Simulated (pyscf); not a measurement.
Single points on ωB97X-D3(BJ)/def2-SVP structures (PySCF, gas phase).

Task: Estimate the classical barrier height and the reaction energy of Cl–Zr(Cl)(Cl)–Cl + HO–SiH₃ → HCl + H₃Si–O–Zr(Cl)(Cl)–Cl at ωB97M-D3(BJ)/def2-TZVP. The step runs on the singlet surface, breaks Cl–Zr, H–O and forms Cl–H, O–Zr; take the separated reactants as zero.

Result: ΔE‡ = 2.4 kcal/mol, ΔE = -2.2 kcal/mol. Zero-point energy shifts the barrier by -1.8 kcal/mol. It is a four-centre exchange, with an imaginary mode of 553i cm⁻¹. On the reactant side the descent ends in an adduct with a O–Zr contact, 17.6 kcal/mol under the separated species and 16.6 kcal/mol under the saddle at ωB97X-D3(BJ)/def2-TZVP. On the product side the descent ends in an adduct with a Cl–Zr contact, 5.7 kcal/mol under the separated species and 4.9 kcal/mol under the saddle at ωB97X-D3(BJ)/def2-TZVP. What is counted as formed (O–Zr) is already present as a longer contact in the reactant adduct; forming that adduct is a step of its own. What is counted as broken (Cl–Zr) persists as a longer contact in the product adduct; parting that adduct is a step of its own. At ωB97X-D3(BJ)/def2-TZVP the barrier from the zero used here is -1.0 kcal/mol. One saddle was located; it need not be the lowest between these sides. Elements past Kr carry the def2 core potentials, without spin-orbit coupling.
